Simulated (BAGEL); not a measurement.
# B3LYP/6-31G(d) (density fitting with qzvpp-jkfit, spherical functions) run of C2H2F2O (SMILES FC1OC1F)

Aim: the energy change on altering one bond length of C2H2F2O at B3LYP/6-31G* (density fitting with qzvpp-jkfit, spherical functions), from 2 runs. 

Program for the calculation: BAGEL 1.2.2.

4 further runs of the same task are left out: 1 that didn't finish, 3 set aside as unsound or not needed.

## 1. Starting point

C2H2F2O has 7 atoms, charge 0, and is taken as a singlet. As SMILES, `FC1OC1F`. Geometry: relaxed at PBE0-D4/def2-TZVP.

Bond lengths: F1–C2 1.341 Å, C2–O3 1.396 Å, C2–C4 1.451 Å, O3–C4 1.396 Å, C4–F5 1.341 Å, C2–H6 1.086 Å, C4–H7 1.086 Å. Some angles: F1–C2–O3 115.6°, F1–C2–C4 118.3°, O3–C2–C4 58.7°, C2–O3–C4 62.7°, C2–C4–O3 58.7°, C2–C4–F5 118.3°, O3–C4–F5 115.6°, F1–C2–H6 111.5°, O3–C2–H6 117.0°, C4–C2–H6 125.3°.

## 2. The energy at B3LYP/6-31G(d) (density fitting with qzvpp-jkfit, spherical functions)

calc.json reads:

```json
{ "bagel": [

{
  "title": "molecule",
  "basis": "6-31gs.json",
  "df_basis": "qzvpp-jkfit",
  "angstrom": true,
  "geometry": [
    { "atom": "F", "xyz": [      -1.664000,       0.243600,       0.558700 ] },
    { "atom": "C", "xyz": [      -0.421700,      -0.262000,       0.552400 ] },
    { "atom": "O", "xyz": [      -0.074300,      -0.991300,      -0.585800 ] },
    { "atom": "C", "xyz": [       0.527200,       0.256600,      -0.415700 ] },
    { "atom": "F", "xyz": [       0.116200,       1.216500,      -1.257500 ] },
    { "atom": "H", "xyz": [      -0.164000,      -0.696100,       1.514300 ] },
    { "atom": "H", "xyz": [       1.606300,       0.271400,      -0.291800 ] }
  ]
},

{
  "title": "ks",
  "xc_func": "b3lyp"
},

{
  "title": "print",
  "file": "orbitals.molden",
  "orbitals": true
}

]}
```

The basis set 6-31G* is read from a file made from the Basis Set Exchange's data (not shown).

Run with:

```
$ BAGEL_NUM_THREADS=1 BAGEL calc.json > calc.out
```

Output:

```text
* using 1 threads per process

  ===============================================================
  ===============================================================

  *** Geometry ***

  { "atom" : "F", "xyz" : [     -3.144504,      0.460337,      1.055790 ] },
  { "atom" : "C", "xyz" : [     -0.796898,     -0.495108,      1.043885 ] },
  { "atom" : "O", "xyz" : [     -0.140407,     -1.873286,     -1.107002 ] },
  { "atom" : "C", "xyz" : [      0.996264,      0.484904,     -0.785559 ] },
  { "atom" : "F", "xyz" : [      0.219586,      2.298852,     -2.376331 ] },
  { "atom" : "H", "xyz" : [     -0.309915,     -1.315438,      2.861612 ] },
  { "atom" : "H", "xyz" : [      3.035467,      0.512872,     -0.551422 ] },

  Number of auxiliary basis functions:      417

  Since a DF basis is specified, we compute 2- and 3-index integrals:
    o Being stored without compression. Storage requirement is 0.018 GB

  Number of basis functions:       74
  Number of electrons      :       40

    * METHOD: MOLECULE                             0.17

  *** Kohn-Sham DFT ***

    * Removing 13674 points whose weight is below 1.00e-10
    * Grid points: 90668

  === Nuclear Repulsion ===
   185.0079652992

       - DIIS with orbital gradients will be used.

  === KS iteration (b3lyp / 6-31gs.json) ===
      0       -325.08899500          0.15763719           0.25
      1       -310.19902948          0.20850739           0.24
      2       -316.85577116          0.23103999           0.24
      3       -346.16286746          0.11141650           0.23
      4       -348.88320964          0.09420950           0.24
      5       -352.11185412          0.01990416           0.24
      6       -352.21942790          0.01104599           0.24
      7       -352.24902513          0.00406877           0.23
      8       -352.25376566          0.00083771           0.24
      9       -352.25401096          0.00007677           0.24
     10       -352.25401305          0.00003052           0.24
     11       -352.25401347          0.00000372           0.24
     12       -352.25401347          0.00000207           0.23
     13       -352.25401347          0.00000107           0.23
     14       -352.25401347          0.00000048           0.23
     15       -352.25401347          0.00000016           0.23
     16       -352.25401347          0.00000003           0.24
     17       -352.25401347          0.00000001           0.24
     18       -352.25401347          0.00000000           0.24
    * SCF iteration converged.

    * Permanent dipole moment:
           (   -0.713147,     0.022011,    -0.687267) a.u.

    * METHOD: KS                                   4.94

    * METHOD: PRINT                                0.01

  ===============================================================
```

Run time: 5.4 s. Hardware: 1 thread of Arm Neoverse V1, shared host; peak memory 0.33 GiB.

## 3. The distorted shape at the same level

calc.json reads:

```json
{ "bagel" : [

{
  "title" : "molecule",
  "basis" : "6-31gs.json",
  "df_basis" : "qzvpp-jkfit",
  "angstrom" : true,
  "geometry" : [
    { "atom" : "F", "xyz" : [   -1.825831,    0.241380,    0.540119 ] },
    { "atom" : "C", "xyz" : [   -0.583531,   -0.264220,    0.533819 ] },
    { "atom" : "O", "xyz" : [   -0.236131,   -0.993520,   -0.604381 ] },
    { "atom" : "C", "xyz" : [    0.365369,    0.254380,   -0.434281 ] },
    { "atom" : "F", "xyz" : [   -0.045631,    1.214280,   -1.276081 ] },
    { "atom" : "H", "xyz" : [   -0.325831,   -0.698320,    1.495719 ] },
    { "atom" : "H", "xyz" : [    1.606300,    0.271400,   -0.291800 ] }
  ]
},
{
  "title" : "ks",
  "xc_func" : "b3lyp"
},
{
  "title" : "print",
  "file" : "orbitals.molden",
  "orbitals" : true
}

]}
```

The basis set 6-31G* is read from a file made from the Basis Set Exchange's data (not shown).

Run with:

```
$ BAGEL_NUM_THREADS=1 BAGEL calc.json > calc.out
```

Output:

```text
* using 1 threads per process

  ===============================================================
  ===============================================================

  *** Geometry ***

  { "atom" : "F", "xyz" : [     -3.450321,      0.456142,      1.020677 ] },
  { "atom" : "C", "xyz" : [     -1.102714,     -0.499303,      1.008772 ] },
  { "atom" : "O", "xyz" : [     -0.446223,     -1.877481,     -1.142115 ] },
  { "atom" : "C", "xyz" : [      0.690447,      0.480709,     -0.820672 ] },
  { "atom" : "F", "xyz" : [     -0.086230,      2.294657,     -2.411444 ] },
  { "atom" : "H", "xyz" : [     -0.615731,     -1.319634,      2.826499 ] },
  { "atom" : "H", "xyz" : [      3.035467,      0.512872,     -0.551422 ] },

  Number of auxiliary basis functions:      417

  Since a DF basis is specified, we compute 2- and 3-index integrals:
    o Being stored without compression. Storage requirement is 0.018 GB

  Number of basis functions:       74
  Number of electrons      :       40

    * METHOD: MOLECULE                             0.17

  *** Kohn-Sham DFT ***

    * Removing 13480 points whose weight is below 1.00e-10
    * Grid points: 90862

  === Nuclear Repulsion ===
   184.2147438821

       - DIIS with orbital gradients will be used.

  === KS iteration (b3lyp / 6-31gs.json) ===
      0       -325.13947007          0.15735068           0.25
      1       -307.97959428          0.21294412           0.23
      2       -315.74783473          0.22960492           0.24
      3       -345.48462457          0.11235778           0.24
      4       -348.08550532          0.10240872           0.23
      5       -352.09332841          0.01998069           0.23
      6       -352.17265228          0.01546341           0.23
      7       -352.23735587          0.00371483           0.23
      8       -352.24196822          0.00047623           0.23
      9       -352.24202982          0.00020383           0.23
     10       -352.24204144          0.00007921           0.23
     11       -352.24204325          0.00002625           0.23
     12       -352.24204346          0.00001042           0.23
     13       -352.24204349          0.00000430           0.23
     14       -352.24204350          0.00000132           0.24
     15       -352.24204350          0.00000034           0.24
     16       -352.24204350          0.00000016           0.23
     17       -352.24204350          0.00000006           0.23
     18       -352.24204350          0.00000002           0.23
     19       -352.24204350          0.00000001           0.24
    * SCF iteration converged.

    * Permanent dipole moment:
           (   -0.662148,     0.029358,    -0.680953) a.u.

    * METHOD: KS                                   5.12

    * METHOD: PRINT                                0.01

  ===============================================================
```

Wall time 5.7 s (1 thread of Arm Neoverse V1, shared host); peak memory 0.33 GiB.

## 4. Summary of results

Level: B3LYP/6-31G* (density fitting with qzvpp-jkfit, spherical functions).

```
                                                         quantity          value
                                        first shape: total energy  -352.25401 Eh
                                       first shape: dipole moment         2.52 D
                                         first shape: HOMO energy       -8.31 eV
                                         first shape: LUMO energy        2.84 eV
                                       first shape: HOMO–LUMO gap       11.16 eV
                                    distorted shape: total energy  -352.24204 Eh
                                   distorted shape: dipole moment         2.42 D
                                     distorted shape: HOMO energy       -8.33 eV
                                     distorted shape: LUMO energy        1.87 eV
                                   distorted shape: HOMO–LUMO gap       10.20 eV
energy change with the C4–H7 bond stretched from 1.086 to 1.249 Å       0.326 eV
```

In words: With the C4–H7 bond stretched from 1.086 to 1.249 Å the energy rises by 0.33 eV (31.4 kJ/mol). The first shape isn't relaxed at this level, so the change isn't measured from a minimum.
